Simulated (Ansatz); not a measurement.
A made-up structure of Si2H2F, doublet:

F1  (0.311, -0.383, 1.667)
Si2  (-0.621, -1.699, 1.480)
Si3  (0.122, 0.454, -0.526)
H4  (-0.630, -0.081, -1.698)
H5  (0.819, 1.710, -0.922)
(Å)

It is relaxed with PBE-D4/def2-SVP and then PBE0-D4/def2-TZVP (Ansatz 0.2.0). Atoms count as bonded within 1.22 times the sum of their covalent radii (H–H: 0.88 Å). The end point is not checked to be a true minimum.

Q: Does its bonding change? (A judgement: the text doesn't fix the answer.)

A: The calculation gives: Yes. Formed: Si2–Si3; broken: none.

Where it ends: The first stage lowers the energy by 3.11 eV in 11 steps. It ends as Si₂H₂F ([F][Si][SiH2]):
```csv
atom,x (Å),y (Å),z (Å)
F1,0.4548,-0.4608,2.2412
Si2,-0.4379,-1.2439,1.1342
Si3,-0.0703,0.2330,-0.6619
H4,-0.6858,-0.0131,-1.9969
H5,0.7392,1.4848,-0.7167
```

Labels in which every atom is bracketed show which atoms are joined, not bond orders.

For scale, one of the runs: PBE0-D4/def2-TZVP relaxation, 117 basis functions, launched by `ansatz run in.yaml --threads 2 --pin off --events-out ev --progress --plain --max-ram 4352MiB`. The run took about 15 s on 2 CPU threads of an Arm Neoverse V2 (shared host).
